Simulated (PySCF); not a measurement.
# P4 (SMILES P12P3P1P23) at 3 levels

Wanted: a comparison of 3 runs (HF/3-21G, B2PLYP/def2-SVPD, PBE0/def2-SVPD) of P4. Input form: a Python script.

The results are computed with PySCF 2.14.0.

1 further run of the same task is left out (set aside as unsound or not needed).

### Step 1. The molecule

P4: 4 atoms, total charge 0, spin state singlet. SMILES: `P12P3P1P23`. Geometry: relaxed at PBE0-D4/def2-TZVP.

Bond lengths: P1–P2 2.184 Å, P1–P3 2.184 Å, P2–P3 2.184 Å, P1–P4 2.184 Å, P2–P4 2.184 Å, P3–P4 2.184 Å. Some angles: P1–P2–P3 60.0°, P1–P2–P4 60.0°, P3–P2–P4 60.0°, P2–P1–P3 60.0°, P2–P1–P4 60.0°, P3–P1–P4 60.0°, P1–P3–P2 60.0°, P1–P3–P4 60.0°, P2–P3–P4 60.0°, P1–P4–P2 60.0°.

### Step 2. A single-point energy at HF/3-21G (run 1)

Contents of calc.py:

```python
from pyscf import gto

molecule = gto.M(
    atom=[
    ('P', (-0.724800, -0.100000, 1.119400)),
    ('P', (1.294900, 0.109800, 0.315700)),
    ('P', (-0.185000, -1.091700, -0.749800)),
    ('P', (-0.385100, 1.081900, -0.685200)),
],
    basis='3-21g',
    spin=0,
    max_memory=1860,
    verbose=3,
)

mf = molecule.RHF()
mf.conv_tol = 1e-10
mf.kernel()
if not mf.converged:
    mf = mf.newton().run(mf.mo_coeff, mf.mo_occ)

energy = mf.e_tot
print(f'total energy: {energy:.8f} hartree')
```

Launch:

```sh
$ OMP_NUM_THREADS=1 python calc.py
```

What it wrote:

```text
converged SCF energy = -1355.89678069115
total energy: -1355.89678069 hartree
```

Wall time 1 s (1 thread of Arm Neoverse V1, shared host); peak memory 0.12 GiB.

### Step 3. A single-point energy at B2PLYP/def2-SVPD (run 2)

Contents of job.py:

```python
# p12p3p1p23
from pyscf import gto, dft, mp

mol = gto.M(
    atom=[
    ('P', (-0.724800, -0.100000, 1.119400)),
    ('P', (1.294900, 0.109800, 0.315700)),
    ('P', (-0.185000, -1.091700, -0.749800)),
    ('P', (-0.385100, 1.081900, -0.685200)),
],
    charge=0,
    max_memory=1860,
    spin=0,
    basis='def2-svpd',
    verbose=3,
)

mf = dft.RKS(mol, xc='0.53*HF + 0.47*B88, 0.73*LYP')
mf.grids.level = 5
mf.conv_tol = 1e-10
mf.kernel()
if not mf.converged:
    mf = mf.newton().run(mf.mo_coeff, mf.mo_occ)

pt = mp.MP2(mf, frozen=20).run()
etot = mf.e_tot + 0.27 * pt.e_corr
print('PT2 part  %.8f' % (0.27 * pt.e_corr))
print(f'total energy: {etot:.8f} hartree')
```

Launch:

```sh
$ OMP_NUM_THREADS=1 python job.py
```

What it wrote:

```text
converged SCF energy = -1364.3526528734
E(RMP2) = -1364.97412115986  E_corr = -0.621468286455894
E(SCS-RMP2) = -1364.94684458186  E_corr = -0.594191708455259
PT2 part  -0.16779644
total energy: -1364.52044931 hartree
```

Wall time 15 s (1 thread of Arm Neoverse V1, shared host); peak memory 0.49 GiB.

### Step 4. The energy at PBE0/def2-SVPD (run 3)

Contents of calc.py:

```python
from pyscf import gto, dft

system = gto.Mole()
system.atom = '''
P     -1.369673    -0.188973     2.115359
P      2.447006     0.207492     0.596587
P     -0.349599    -2.063014    -1.416917
P     -0.727734     2.044495    -1.294840
'''
system.unit = 'bohr'
system.max_memory = 1860
system.basis = 'def2-svpd'
system.charge = 0
system.spin = 0
system.verbose = 4
system.build()

calc0 = dft.RKS(system, xc='pbe0')
calc0.grids.level = 5
calc0.conv_tol = 1e-10
calc0.kernel()
if not calc0.converged:
    calc0 = calc0.newton().run(calc0.mo_coeff, calc0.mo_occ)

energy = calc0.e_tot
print('Final energy', energy)
```

Launch:

```sh
$ OMP_NUM_THREADS=1 python calc.py
```

What it wrote:

```text
PySCF version 2.14.0

[INPUT] num. atoms = 4
[INPUT] num. electrons = 60
[INPUT] charge = 0
[INPUT] spin (= nelec alpha-beta = 2S) = 0
[INPUT] symmetry False subgroup None
[INPUT] Mole.unit = bohr
[INPUT] Symbol           X                Y                Z      unit          X                Y                Z       unit  Magmom
[INPUT]  1 P     -0.724799738012  -0.100000205079   1.119399775715 AA   -1.369673000000  -0.188973000000   2.115359000000 Bohr   0.0
[INPUT]  2 P      1.294899810185   0.109800037848   0.315700244731 AA    2.447006000000   0.207492000000   0.596587000000 Bohr   0.0
[INPUT]  3 P     -0.184999823760  -1.091699994609  -0.749800186165 AA   -0.349599000000  -2.063014000000  -1.416917000000 Bohr   0.0
[INPUT]  4 P     -0.385100248412   1.081900161840  -0.685199819788 AA   -0.727734000000   2.044495000000  -1.294840000000 Bohr   0.0

nuclear repulsion = 327.132439735392
number of shells = 40
number of NR pGTOs = 168
number of NR cGTOs = 96
basis = def2-svpd
ecp = {}

******** <class 'pyscf.dft.rks.RKS'> ********
method = RKS
initial guess = minao
damping factor = 0
level_shift factor = 0
DIIS = <class 'pyscf.scf.diis.CDIIS'>
diis_start_cycle = 1
diis_space = 8
diis_damp = 0
SCF conv_tol = 1e-10
SCF conv_tol_grad = None
SCF max_cycles = 50
direct_scf = True
direct_scf_tol = 1e-13
XC library pyscf.dft.libxc version 7.0.0
    S. Lehtola, C. Steigemann, M. J.T. Oliveira, and M. A.L. Marques.,  SoftwareX 7, 1–5 (2018)
XC functionals = pbe0
radial grids:
    Treutler-Ahlrichs [JCP 102, 346 (1995); DOI:10.1063/1.469408] (M4) radial grids

becke partition: Becke, JCP 88, 2547 (1988); DOI:10.1063/1.454033
pruning grids: <function nwchem_prune>
grids dens level: 5
symmetrized grids: False
atomic radii adjust function: <function treutler_atomic_radii_adjust>
small_rho_cutoff = 0
Set gradient conv threshold to 1e-05
Initial guess from minao.
tot grids = 174352
init E= -1365.23111791657
  HOMO = -0.288170311258802  LUMO = -0.0615915483970486  gap/eV = 6.16552
cycle= 1 E= -1364.53718076042  delta_E= 0.694  |g|= 0.088  |ddm|= 3.12
  HOMO = -0.277779865819093  LUMO = -0.0234720511439755  gap/eV = 6.92007
cycle= 2 E= -1364.53880936313  delta_E= -0.00163  |g|= 0.039  |ddm|= 0.338
  HOMO = -0.285306626225155  LUMO = -0.0271182153686482  gap/eV = 7.02566
cycle= 3 E= -1364.53918153119  delta_E= -0.000372  |g|= 0.0225  |ddm|= 0.0962
  HOMO = -0.282397234093706  LUMO = -0.0252285752849185  gap/eV = 6.99792
cycle= 4 E= -1364.53935269615  delta_E= -0.000171  |g|= 0.00111  |ddm|= 0.0336
  HOMO = -0.282689813601332  LUMO = -0.0254588855220048  gap/eV = 6.99961
cycle= 5 E= -1364.53935332738  delta_E= -6.31e-07  |g|= 0.000183  |ddm|= 0.00456
  HOMO = -0.282632978290382  LUMO = -0.0254080559527858  gap/eV = 6.99945
cycle= 6 E= -1364.53935333777  delta_E= -1.04e-08  |g|= 0.000111  |ddm|= 0.00062
  HOMO = -0.282633546040652  LUMO = -0.0254047769654941  gap/eV = 6.99955
cycle= 7 E= -1364.53935334225  delta_E= -4.48e-09  |g|= 2.45e-05  |ddm|= 0.000189
  HOMO = -0.282636306771341  LUMO = -0.0254076942886405  gap/eV = 6.99955
cycle= 8 E= -1364.53935334249  delta_E= -2.39e-10  |g|= 3.27e-07  |ddm|= 4.27e-05
  HOMO = -0.282636298850732  LUMO = -0.0254077167696381  gap/eV = 6.99955
cycle= 9 E= -1364.53935334249  delta_E= -9.09e-13  |g|= 9.04e-08  |ddm|= 1.13e-06
  HOMO = -0.282636297996592  LUMO = -0.0254077219975832  gap/eV = 6.99955
Extra cycle  E= -1364.53935334249  delta_E= 4.55e-12  |g|= 6.88e-08  |ddm|= 3.48e-07
converged SCF energy = -1364.53935334249
Final energy -1364.5393533424894
```

It took 14 s on 1 thread of Arm Neoverse V1, shared host; peak memory 0.49 GiB.

### Step 5. Overview of the runs

```tsv
run	level	frozen core orbitals	integration grid	energy (Eh)	dipole moment (D)	HOMO energy (eV)	LUMO energy (eV)	wall time
1	HF/3-21G	–	–	-1355.896781	0.00	-10.60	1.93	1 s
2	B2PLYP/def2-SVPD	20	5	-1364.520449	0.00	-8.37	0.62	15 s
3	PBE0/def2-SVPD	–	5	-1364.539353	0.00	-7.69	-0.69	14 s
```

### Step 6. Summary of results

```
            quantity           value
 run 3: total energy  -1364.53935 Eh
run 3: dipole moment          0.00 D
  run 3: HOMO energy        -7.69 eV
  run 3: LUMO energy        -0.69 eV
run 3: HOMO–LUMO gap         7.00 eV
```

In words: The HOMO–LUMO gap runs from 7.00 eV (PBE0/def2-SVPD) to 12.52 eV (HF/3-21G). The two ends differ in method and basis. Totals of different functionals can't be ranked against each other. All runs together took 30 s, the longest 15 s.
